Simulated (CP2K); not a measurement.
# C3H6F2 (1,3-difluoropropane): PBE0/cc-pVDZ

What is the energy change on altering one bond length of C3H6F2 (1,3-difluoropropane) at PBE0/cc-pVDZ? 

The calculation is run with CP2K 2026.2.

## 1. The structure to begin with

C3H6F2: 11 atoms, total charge 0, spin state singlet. SMILES: `FCCCF`. Geometry: relaxed at PBE0-D4/def2-TZVP. This is one conformer, not always the lowest.

Bond lengths: F1–C2 1.383 Å, C2–C3 1.509 Å, C3–C4 1.507 Å, C4–F5 1.386 Å, C2–H6 1.096 Å, C2–H7 1.093 Å, C3–H8 1.093 Å, C3–H9 1.095 Å, C4–H10 1.095 Å, C4–H11 1.093 Å. Some angles: F1–C2–C3 109.8°, C2–C3–C4 112.4°, C3–C4–F5 110.3°, F1–C2–H6 107.7°, F1–C2–H7 107.9°, C3–C2–H6 111.1°, C3–C2–H7 111.3°, C2–C3–H8 109.6°, C2–C3–H9 109.3°, C4–C3–H8 109.6°.

## 2. The energy at PBE0/cc-pVDZ

Contents of molecule.inp:

```
&GLOBAL
    PROJECT_NAME molecule
    RUN_TYPE ENERGY
    PRINT_LEVEL MEDIUM
&END

&FORCE_EVAL
    METHOD QS
    &DFT
        BASIS_SET_FILE_NAME ./cc_pvdz.basis
        POTENTIAL_FILE_NAME POTENTIAL
        CHARGE 0
        MULTIPLICITY 1
        &QS
            METHOD GAPW
            EPS_DEFAULT 1.0E-10
        &END
        &MGRID
            CUTOFF 280
            REL_CUTOFF 50
            NGRIDS 4
        &END
        &POISSON
            PERIODIC NONE
            POISSON_SOLVER MULTIPOLE
        &END
        # SCF settings
        &SCF
            SCF_GUESS ATOMIC
            EPS_SCF 1.0E-07
            MAX_SCF 150
            ADDED_MOS 5
            &DIAGONALIZATION
                ALGORITHM STANDARD
            &END
            &MIXING
                METHOD DIRECT_P_MIXING
                ALPHA 0.4
            &END
        &END
        &XC
            &XC_FUNCTIONAL
                &HYB_GGA_XC_PBEH
                &END
            &END
            # exact exchange
            &HF
                FRACTION 0.25
                &SCREENING
                    EPS_SCHWARZ 1.0E-10
                    SCREEN_ON_INITIAL_P F
                &END
                &INTERACTION_POTENTIAL
                    POTENTIAL_TYPE COULOMB
                &END
                &MEMORY
                    MAX_MEMORY 1050
                &END
            &END
        &END
        # extra output
        &PRINT
            &MOMENTS
                PERIODIC F
                REFERENCE COM
                MAX_MOMENT 1
            &END
            &MO ON
                ENERGIES T
                OCCUPATION_NUMBERS T
                NDIGITS 6
                &EACH
                    QS_SCF 0
                &END
                ADD_LAST NUMERIC
            &END
            &LOWDIN ON
            &END
            &HIRSHFELD OFF
            &END
        &END
    &END
    &SUBSYS
        &CELL
            ABC [angstrom] 10.9 10.6 9.9
            PERIODIC NONE
        &END
        &COORD
            F     -1.964400     1.432700    -0.107100
            C     -0.715300     1.000700     0.300600
            C     -0.375000    -0.298800    -0.387800
            C      0.967500    -0.838200     0.034700
            F      1.975600     0.040200    -0.331200
            H     -0.744500     0.875300     1.388600
            H      0.008000     1.781800     0.054100
            H     -0.388200    -0.154300    -1.471600
            H     -1.138100    -1.046200    -0.147100
            H      1.026200    -0.968100     1.120800
            H      1.173400    -1.798000    -0.445900
        &END
        &TOPOLOGY
            &CENTER_COORDINATES
            &END
        &END
        &KIND F
            BASIS_SET cc-pVDZ
            POTENTIAL ALL
            LEBEDEV_GRID 194
            RADIAL_GRID 100
        &END
        &KIND C
            BASIS_SET cc-pVDZ
            POTENTIAL ALL
            LEBEDEV_GRID 194
            RADIAL_GRID 100
        &END
        &KIND H
            BASIS_SET cc-pVDZ
            POTENTIAL ALL
            LEBEDEV_GRID 194
            RADIAL_GRID 100
        &END
    &END
&END
```

Command:

```
$ OMP_NUM_THREADS=1 cp2k.psmp molecule.inp > molecule.out
```

What it wrote:

```text
CP2K| version string:                                       CP2K version 2026.2
[...]
 GLOBAL| Method name                                                        CP2K
[...]
 GLOBAL| Run type                                                         ENERGY
[...]
 DFT| Spin restricted Kohn-Sham (RKS) calculation                            RKS
 DFT| Multiplicity                                                             1
[...]
 DFT| Charge                                                                   0
[...]
 FUNCTIONAL| HYB_GGA_XC_PBEH:
[...]
 QS| Method:                                                                GAPW
[...]
 QS| Density cutoff [a.u.]:                                                140.0
[...]
 QS| Relative density cutoff [a.u.]:                                        25.0
[...]
                             - Atoms:                                         11
[...]
                             - Spherical basis functions:                    100
[...]
 Number of electrons:                                                         42
[...]
     1 P_Mix/Diag. 0.40E+00    7.3     0.94087053      -318.1153007988 -3.18E+02
[...]
    14 DIIS/Diag.  0.80E-07    1.5     0.00000008      -317.2823956916 -1.71E-13
  *** SCF run converged in    14 steps ***
[...]
  Overlap energy of the core charge distribution:               0.00000492701387
  Self energy of the core charge distribution:               -304.92786297996633
  Core Hamiltonian energy:                                    -28.21043706834793
  Hartree energy:                                              78.36215810113343
  Exchange-correlation energy:                                -11.30518791697231
  Hartree-Fock Exchange energy:                                -9.46558354987938
[...]
                     Mulliken Population Analysis
 #  Atom  Element  Kind  Atomic population                           Net charge
       1     F        1          9.255210                             -0.255210
       2     C        2          5.789528                              0.210472
       3     C        2          6.147948                             -0.147948
       4     C        2          5.810916                              0.189084
       5     F        1          9.255601                             -0.255601
       6     H        3          0.968299                              0.031701
       7     H        3          0.955169                              0.044831
       8     H        3          0.941461                              0.058539
       9     H        3          0.951631                              0.048369
      10     H        3          0.964582                              0.035418
      11     H        3          0.959654                              0.040346
 # Total charge                             42.000000                 -0.000000
[...]
  Dipole moment [Debye]
    X=  0.2160315E+00 Y= -0.1656541E+01 Z=  0.7540787E+00  Total=      1.8328752
 ENERGY| Total FORCE_EVAL ( QS ) energy [hartree]           -317.282395691581883
[...]
```

Run time: 29 s. Hardware: 1 thread of Arm Neoverse V1, shared host; peak memory 0.68 GiB.

## 3. The distorted shape, same level

Contents of run.inp:

```
&FORCE_EVAL
    METHOD QUICKSTEP
    &DFT
        BASIS_SET_FILE_NAME ./cc_pvdz.basis
        POTENTIAL_FILE_NAME POTENTIAL
        &QS
            METHOD GAPW
            EPS_DEFAULT 1.0E-10
        &END QS
        # real-space grids
        &MGRID
            CUTOFF 280
            REL_CUTOFF 50
            NGRIDS 4
        &END MGRID
        &POISSON
            PERIODIC NONE
            POISSON_SOLVER MULTIPOLE
        &END POISSON
        &SCF
            SCF_GUESS ATOMIC
            EPS_SCF 1.0E-06
            MAX_SCF 40
            &OT
                MINIMIZER DIIS
                PRECONDITIONER FULL_SINGLE_INVERSE
            &END OT
            &OUTER_SCF
                EPS_SCF 1.0E-06
                MAX_SCF 5
            &END OUTER_SCF
        &END SCF
        &XC
            &XC_FUNCTIONAL
                &HYB_GGA_XC_PBEH
                &END HYB_GGA_XC_PBEH
            &END XC_FUNCTIONAL
            # exact exchange
            &HF
                FRACTION 0.25
                &SCREENING
                    EPS_SCHWARZ 1.0E-10
                &END SCREENING
                &MEMORY
                    MAX_MEMORY 1050
                &END MEMORY
            &END HF
        &END XC
        &PRINT
            &MOMENTS
                PERIODIC F
                REFERENCE COM
                MAX_MOMENT 1
            &END MOMENTS
            &MO_CUBES
                NLUMO 5
                NHOMO -1
                WRITE_CUBE F
            &END MO_CUBES
            &LOWDIN ON
            &END LOWDIN
            &HIRSHFELD OFF
            &END HIRSHFELD
        &END PRINT
    &END DFT
    &SUBSYS
        # vacuum box
        &CELL
            ABC 11 10.8 10
            PERIODIC NONE
        &END CELL
        &COORD
            F      3.504472     6.938283     4.986041
            C      4.753572     6.506283     5.393741
            C      5.144928     5.011817     4.602059
            C      6.487428     4.472417     5.024559
            F      7.495528     5.350817     4.658659
            H      4.724372     6.380883     6.481741
            H      5.476872     7.287383     5.147241
            H      5.131728     5.156317     3.518259
            H      4.381828     4.264417     4.842759
            H      6.546128     4.342517     6.110659
            H      6.693328     3.512617     4.543959
        &END COORD
        &KIND F
            BASIS_SET cc-pVDZ
            POTENTIAL ALL
            LEBEDEV_GRID 194
            RADIAL_GRID 100
        &END KIND
        &KIND C
            BASIS_SET cc-pVDZ
            POTENTIAL ALL
            LEBEDEV_GRID 194
            RADIAL_GRID 100
        &END KIND
        &KIND H
            BASIS_SET cc-pVDZ
            POTENTIAL ALL
            LEBEDEV_GRID 194
            RADIAL_GRID 100
        &END KIND
    &END SUBSYS
&END FORCE_EVAL
&GLOBAL
    PROJECT_NAME run
    RUN_TYPE ENERGY
    PRINT_LEVEL MEDIUM
&END GLOBAL
```

Command:

```
$ OMP_NUM_THREADS=1 cp2k.psmp -i run.inp > run.out 2>&1
```

What it wrote:

```text
CP2K| version string:                                       CP2K version 2026.2
[...]
 GLOBAL| Method name                                                        CP2K
[...]
 GLOBAL| Run type                                                         ENERGY
[...]
 DFT| Spin restricted Kohn-Sham (RKS) calculation                            RKS
 DFT| Multiplicity                                                             1
[...]
 DFT| Charge                                                                   0
[...]
 FUNCTIONAL| HYB_GGA_XC_PBEH:
[...]
 QS| Method:                                                                GAPW
[...]
 QS| Density cutoff [a.u.]:                                                140.0
[...]
 QS| Relative density cutoff [a.u.]:                                        25.0
[...]
                             - Atoms:                                         11
[...]
                             - Spherical basis functions:                    100
[...]
 Number of electrons:                                                         42
[...]
     1 OT DIIS     0.80E-01    7.4     0.49214950      -309.6649929518 -3.10E+02
[...]
    14 OT DIIS     0.80E-01    1.7     0.00000091      -317.2635596649 -1.86E-11
  *** SCF run converged in    14 steps ***
[...]
  Overlap energy of the core charge distribution:               0.00000483421847
  Self energy of the core charge distribution:               -304.92786297996633
  Core Hamiltonian energy:                                    -28.45390205263780
  Hartree energy:                                              78.58471509678876
  Exchange-correlation energy:                                -11.24679356193982
  Hartree-Fock Exchange energy:                                -9.44379939796491
[...]
                     Mulliken Population Analysis
 #  Atom  Element  Kind  Atomic population                           Net charge
       1     F        1          9.247988                             -0.247988
       2     C        2          5.821162                              0.178838
       3     C        2          6.171174                             -0.171174
       4     C        2          5.799526                              0.200474
       5     F        1          9.257183                             -0.257183
       6     H        3          0.955544                              0.044456
       7     H        3          0.944431                              0.055569
       8     H        3          0.933840                              0.066160
       9     H        3          0.945489                              0.054511
      10     H        3          0.963845                              0.036155
      11     H        3          0.959818                              0.040182
 # Total charge                             42.000000                  0.000000
[...]
  Dipole moment [Debye]
    X=  0.1617029E+00 Y= -0.1569858E+01 Z=  0.7974309E+00  Total=      1.7681902
[...]
 HOMO - LUMO gap [eV] :   10.505569
 ENERGY| Total FORCE_EVAL ( QS ) energy [hartree]           -317.263559664920422
[...]
```

It took 2.8 min on 1 thread of Arm Neoverse V1, shared host; peak memory 0.77 GiB.

## 4. Outcome

Level: PBE0/cc-pVDZ.

| quantity | value |
| --- | --- |
| first shape: total energy | -317.28240 Eh |
| first shape: dipole moment | 1.83 D |
| first shape: HOMO energy | -9.06 eV |
| first shape: LUMO energy | 1.83 eV |
| first shape: HOMO–LUMO gap | 10.89 eV |
| distorted shape: total energy | -317.26356 Eh |
| distorted shape: dipole moment | 1.77 D |
| distorted shape: HOMO energy | -8.65 eV |
| distorted shape: LUMO energy | 1.86 eV |
| distorted shape: HOMO–LUMO gap | 10.51 eV |
| energy change with the C2–C3 bond stretched from 1.509 to 1.736 Å | 0.513 eV |

**Reading.** With the C2–C3 bond stretched from 1.509 to 1.736 Å the energy rises by 0.51 eV (11.8 kcal/mol). The first shape isn't relaxed at this level, so the change isn't measured from a minimum.
